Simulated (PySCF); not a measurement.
# Assigning NMR signals

Structure with atom numbers: `[CH3:1][C@@H:2]([Cl:3])[C:4]#[N:5]`. Each H is labelled by its parent atom.

- shieldings: GIAO B97-2/pcSseg-2
- geometry from PBE0-D3(BJ)/def2-TZVP
- code: PySCF
- one computed conformer, equivalent nuclei averaged, no solvent model, relativity neglected

δ = σ(ref) − σ, references computed at the same level: TMS for 13C (185.38 ppm), 1H (31.64 ppm).

Question: Assign these signals to the numbered atoms. 13C{1H} NMR (computed): δ 124.1, 45.7, 26.5.

Answer: 
```tsv
δ (ppm)	atoms	environment	reason
124.1	C4	nitrile carbon	this is the usual window of a C≡N carbon, which has no attached hydrogen
45.7	C2	sp3 CH bonded to Cl, α to a nitrile	pulled downfield by the heteroatom
26.5	C1	methyl carbon	saturated and bonded to C and H only
```

Question: Assign these signals to the numbered atoms. 1H NMR (300 MHz, computed): δ 4.45 (q, 1H), 1.68 (d, 3H).

Answer: 
4.45 → H(C2), hydrogen on an sp3 CH bonded to Cl, α to a nitrile: its carbon carries Cl, hence the downfield position
1.68 → H(C1), hydrogen on a methyl carbon

Carbons that carry Cl, above all several Cl atoms, come out too deshielded, partly because spin–orbit coupling is missing. Shifts are as computed. Against solution values, carbons near 30 ppm lie about +3 ppm off and those near 130 ppm about +7 ppm; carbons on Cl a further +5 ppm. Of 1211 compounds with measured shifts, 218 miss one by over three times the rms of a fit or turn the order of signals round; such compounds aren't used in these exercises. No couplings were computed; multiplicities are counted from neighbouring protons, with m where these are inequivalent, close in shift, in a saturated or five-membered ring or joined by F or P, and br s for small geminal =CH2 splittings.
